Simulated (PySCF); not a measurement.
Start geometry of `C/C=N\C=O` from GFN2-xTB (Å):
```
atom  x, y, z in Å
C1    -1.250   -0.535   -0.009
C2    -0.460    0.646    0.431
N3     0.763    0.830    0.251
C4     1.800    0.164   -0.285
O5     2.493   -0.653    0.261
H6    -1.736   -0.982    0.857
H7    -2.033   -0.218   -0.697
H8    -0.614   -1.274   -0.491
H9    -1.006    1.437    0.942
H10    2.052    0.590   -1.282
```

What comes out of this run: PBE0-D3(BJ)/def2-SVP geometry optimisation, gas phase in PySCF?

```
atom  x, y, z in Å
C1    -1.3035   -0.6971   -0.2359
C2    -0.5993    0.5427    0.2067
N3     0.6191    0.8376    0.0332
C4     1.5829    0.0362   -0.5436
O5     2.0814   -0.9320   -0.0307
H6    -1.7837   -1.1760    0.6325
H7    -2.1137   -0.4360   -0.9361
H8    -0.6261   -1.4212   -0.7069
H9    -1.2177    1.2876    0.7360
H10    1.9309    0.4460   -1.5243
```

The energy falls by 0.081 eV over 9 energy and gradient evaluations, the largest force component goes from 0.0144 to 3.3e-04 Eh/bohr, and the atoms move by 0.132 Å rms after alignment. The bond that changes most is N3–C4 (imine nitrogen to carbonyl carbon), which lengthens by 0.036 Å. Bonds longer at the end by more than 0.005 Å: 7 of 9; shorter: 0. Among the angles that change most is C2–N3–C4, from 137.7° to 126.5°. Among the dihedrals that turn most is C2–N3–C4–O5, from -85° to -73°. Rotational constants go from 13519, 3233, 2833 to 11266, 3734, 3059 MHz. The orientation of the end geometry is arbitrary; only internal coordinates are fixed.

The run used 95 basis functions and 66 SCF cycles in all. On an Arm Neoverse V2 with one thread, no GPU (shared host), this took 23 s wall.

Whether it is a minimum is left open (no frequencies). One conformer, not necessarily the lowest.
